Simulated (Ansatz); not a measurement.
Input for Ansatz (development build ahead of 0.2.0):

```yaml
crystal:
  periodic: [false, false, false]
  atoms:
    - { symbol: S, position_ang: [0.0, 0.0, 0.0] }
    - { symbol: H, position_ang: [0.0, 0.0, 1.904] }
    - { symbol: H, position_ang: [0.0, 1.7256, -0.8047] }
basis:
  gaussian: { orbitals: pcseg-2 }
magnetization:
  initial_magnetization: 2
hamiltonian:
  xc: pbe0
```

The input is written out in the form of the current development build from the run's settings.

The run gave:

```json
{
 "Converged": "yes",
 "Total energy": "-399.05757 hartree",
 "Spin squared of the determinant": "2.000",
 "Stability test": "minimum among restricted orbitals"
}
```

Caution: stretched shape with no unrestricted run beside it, a lower state can exist; other spin multiplicities may lie lower.
